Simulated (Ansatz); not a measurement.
# BH2O2 radical (SMILES [O]BO): functionals against CCSD(T) at one geometry

The task here is to estimate one member of a computed series from the others.

Computed with Ansatz 0.2.0, Gaussian basis. Level: single points in def2-TZVPP.

Correlated methods freeze the cores. Orbitals are unrestricted.

## The starting structure

5 atoms, charge 0, spin multiplicity 2.

Atoms are counted from 1 here; the program's logs count them from 0.

Bond lengths: O1–B2 1.293 Å, B2–O3 1.365 Å, B2–H4 1.272 Å, O3–H5 0.930 Å. Angles: O1–B2–O3 137.6°, O1–B2–H4 108.8°, O3–B2–H4 113.4°, B2–O3–H5 114.1°.

Geometry (Å):

| atom | x (Å) | y (Å) | z (Å) |
| --- | --- | --- | --- |
| O1 | -0.28190 | -1.40140 | -0.40070 |
| B2 | -0.30030 | -0.13510 | -0.13950 |
| O3 | 0.54030 | 0.79460 | 0.40080 |
| H4 | -1.36490 | 0.36710 | -0.62240 |
| H5 | 1.32180 | 0.43850 | 0.75650 |

The first run:

File run/in.yaml:

```yaml
crystal:
  periodic: [false, false, false]
  atoms:
    - {symbol: O, position_ang: [-0.281900, -1.401400, -0.400700]}
    - {symbol: B, position_ang: [-0.300300, -0.135100, -0.139500]}
    - {symbol: O, position_ang: [0.540300, 0.794600, 0.400800]}
    - {symbol: H, position_ang: [-1.364900, 0.367100, -0.622400]}
    - {symbol: H, position_ang: [1.321800, 0.438500, 0.756500]}
basis:
  gaussian: {orbitals: def2-TZVPP}
magnetization: {spin_polarized: true, initial_magnetization: 1}
correlation: {method: ccsd_t}
scf: {omitted_lower_state_checks: [cluster_reference]}
output: {forces: true}
```

The command line of these runs was not kept.

Steps of the session up to this table: CCSD(T)/def2-TZVPP; PBE0-D4/def2-TZVPP; wB97M-V/def2-TZVPP; r2SCAN-D4/def2-TZVPP; PBE-D4/def2-TZVPP; HSE06-D4/def2-TZVPP; r2SCANh-D4/def2-TZVPP.

One of the session's tables, all rows but one given; the rest of the session is left out.

| method | RMS force component (eV/Å) | angle to CCSD(T) forces (°) | dipole (D) |
| --- | --- | --- | --- |
| CCSD(T) | 1.060 | reference | 1.45 |
| PBE0-D4 | ? | ? | ? |
| wB97M-V | 0.945 | 9.1 | 1.48 |
| r2SCAN-D4 | 0.864 | 16.7 | 1.48 |
| PBE-D4 | 0.916 | 29.4 | 1.46 |
| HSE06-D4 | 0.887 | 14.1 | 1.45 |
| r2SCANh-D4 | 0.877 | 13.5 | 1.48 |

**Question.** Estimate the row for PBE0-D4.

As computed: RMS force component (eV/Å): 0.888; angle to CCSD(T) forces (°): 13.8; dipole (D): 1.45. In the column «RMS force component (eV/Å)» it lies between HSE06-D4 (0.887) and PBE-D4 (0.916).
